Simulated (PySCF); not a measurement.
Which level of theory gave which numbers?

Species: cis-2,trans-4-hexadiene, C₆H₁₀.
SMILES: `C/C=C\C=C\C`

The closed-shell ground state was solved 7 times with PySCF (density fitting, gas phase), always in the def2-SVPD basis (200 functions), with these functionals: B3LYP, BHandHLYP, CAM-B3LYP, LC-wPBE, PBE, PBE0 and wB97X-D. One conformer (not necessarily the lowest) at the PBE0-D3(BJ)/def2-SVP geometry, without solvent, vibrations or thermal averaging.

| row | total energy (Eh) | HOMO (eV) | LUMO (eV) | dipole (D) |
| --- | --- | --- | --- | --- |
| P | -234.3076 | -8.68 | 1.67 | 0.31 |
| Q | -234.3844 | -7.91 | 1.21 | 0.33 |
| R | -234.4754 | -5.99 | -0.72 | 0.32 |
| S | -234.3198 | -7.38 | 0.59 | 0.31 |
| T | -234.1398 | -5.22 | -1.44 | 0.34 |
| U | -234.3101 | -7.00 | 0.56 | 0.31 |
| V | -234.1759 | -6.18 | -0.52 | 0.33 |

Which functional belongs to which row?

P = LC-wPBE, Q = wB97X-D, R = B3LYP, S = CAM-B3LYP, T = PBE, U = BHandHLYP, V = PBE0. By rising HOMO–LUMO gap: PBE (GGA) 3.78 eV; B3LYP (global hybrid, 20 % exact exchange) 5.27 eV; PBE0 (global hybrid, 25 % exact exchange) 5.66 eV; BHandHLYP (global hybrid, 50 % exact exchange) 7.56 eV; CAM-B3LYP (range-separated hybrid) 7.97 eV; wB97X-D (range-separated hybrid) 9.12 eV; LC-wPBE (range-separated hybrid) 10.35 eV. Total energies of different functionals aren't bounds to one another; each is stationary for its own functional.

The values belong to the conformer `[CH3:1]/[CH:2]=[CH:3]\[CH:4]=[CH:5]\[CH3:6]`: C2–C3–C4–C5 180°.

The pairwise dispersion term of wB97X-D wasn't added to the energies; at a given geometry it leaves orbitals and properties as they are.
